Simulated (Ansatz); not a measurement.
in.yaml

```yaml
crystal:
  periodic: [false, false, false]
  atoms:
    - {symbol: B, position_ang: [0.000000, 0.000000, -2.147800]}
    - {symbol: Al, position_ang: [0.000000, 0.000000, -0.109600]}
    - {symbol: Si, position_ang: [0.000000, 0.000000, 2.257400]}
basis:
  gaussian: {orbitals: cc-pVDZ}
total_charge: 1
magnetization: {spin_polarized: true, initial_magnetization: 3}
hamiltonian: {xc: {name: PBE}}
correlation: {method: bccd_t, electrons: outside_noble_gas}
output: {forces: true}
```

```sh
$ ansatz run in.yaml --threads 1 --pin off --events-out ev --progress --plain --max-ram 2393MiB
```

The program prints:

```
500 factors; integrals over basis functions are off by at most 8.6e-4 eV
mean field evaluation 1: about -15121.7582 eV, gradient 2.4e1 eV
mean field evaluation 2: about -15121.7554 eV, gradient 2.4e1 eV
mean field evaluation 4: about -15125.0507 eV, gradient 1.4e1 eV
mean field evaluation 8: about -15127.4752 eV, gradient 6.2e0 eV
mean field evaluation 16: about -15127.9433 eV, gradient 4.5e-4 eV
mean field evaluation 32: about -15127.9413 eV, gradient 1.8e-1 eV
mean field evaluation 64: about -15127.1517 eV, gradient 4.2e-1 eV
mean field evaluation 96: about -15123.5474 eV, gradient 6.6e0 eV
mean field evaluation 128: about -15126.9736 eV, gradient 9.3e-2 eV
mean field evaluation 160: about -15117.2896 eV, gradient 1.3e1 eV
...
cycle  14  -6.05130955 eV  change    6.7e-5 eV  update   4.2e-5
cycle  15  -6.05131536 eV  change   -5.8e-6 eV  update   1.9e-5
cycle  16  -6.05131839 eV  change   -3.0e-6 eV  update   9.1e-6
cycle  17  -6.05132573 eV  change   -7.3e-6 eV  update   4.2e-6
cycle  18  -6.05132597 eV  change   -2.4e-7 eV  update   2.1e-6
cycle  19  -6.05132609 eV  change   -1.3e-7 eV  update   1.1e-6
cycle  20  -6.05132581 eV  change    2.8e-7 eV  update   5.0e-7
cycle  21  -6.05132612 eV  change   -3.1e-7 eV  update   2.5e-7
cycle  22  -6.05132609 eV  change    2.8e-8 eV  update   1.2e-7
cycle  23  -6.05132594 eV  change    1.5e-7 eV  update   1.3e-7
perturbative correction -0.47608000 eV, -0.0174956172 hartree
WARN: the results are in doubt because among natural orbitals full CI differs from the method by -0.081 eV
the calculation of the forces begins
Total energy: -15109.60086593 eV, -555.2675901676 hartree
Atom 0 at     0.000000     0.000000    -2.147800 Å, force    -0.000000    -0.000000    -1.502695 eV/Å
Atom 1 at     0.000000     0.000000    -0.109600 Å, force     0.000000     0.000000     0.452354 eV/Å
Atom 2 at     0.000000     0.000000     2.257400 Å, force    -0.000000     0.000000     1.050340 eV/Å
Dipole moment:     0.000000    -0.000000    -0.298355 e Å
In doubt: among natural orbitals full CI differs from the method by -0.081 eV
```

Forces (eV/Å):
```
B    0.000  0.000 -1.503
Al   0.000  0.000  0.452
Si   0.000  0.000  1.050
```

Ran on 1 thread of AMD EPYC 9R45, shared host: 11 s wall, 0.26 GiB peak host memory.
